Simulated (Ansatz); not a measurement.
`FCOCCCl` and `O=CCOCF` differ in one atom or group.

Ansatz, PBE0-D4/def2-TZVP geometries, multiplicity 1. Each molecule was computed in one conformer, which needn't be the lowest.

```json
{"property": "size of the dipole moment (PBE/def2-TZVPP) / D", "`FCOCCCl`": "1.07"}
{"property": "HOMO energy (PBE/def2-TZVPP) / eV", "`FCOCCCl`": "-6.95"}
{"property": "HOMO–LUMO gap (ωB97M-V/def2-TZVPP) / eV", "`FCOCCCl`": "13.38"}
{"property": "LUMO energy (PBE0/def2-TZVPP) / eV", "`FCOCCCl`": "0.79"}
{"property": "LUMO energy (PBE/def2-TZVPP) / eV", "`FCOCCCl`": "-0.31"}
{"property": "LUMO energy (ωB97M-V/def2-TZVPP) / eV", "`FCOCCCl`": "2.60"}
```

Question: What does the change do to each property? (Best estimate.)

Answer: The calculation gave: 
```
                                      property  `O=CCOCF`  shift
size of the dipole moment (PBE/def2-TZVPP) / D       1.75   0.68
             HOMO energy (PBE/def2-TZVPP) / eV      -6.13   0.82
       HOMO–LUMO gap (ωB97M-V/def2-TZVPP) / eV      11.42  -1.96
            LUMO energy (PBE0/def2-TZVPP) / eV      -1.04  -1.83
             LUMO energy (PBE/def2-TZVPP) / eV      -2.25  -1.94
         LUMO energy (ωB97M-V/def2-TZVPP) / eV       1.30  -1.30
```

With PBE0 the HOMO rises by 0.73 eV and the LUMO falls by 1.83 eV, so the gap narrows by about 2.56 eV. PBE moves the HOMO by 0.82 eV and ωB97M-V by 0.67 eV. Dipoles are sizes alone; their direction can turn.
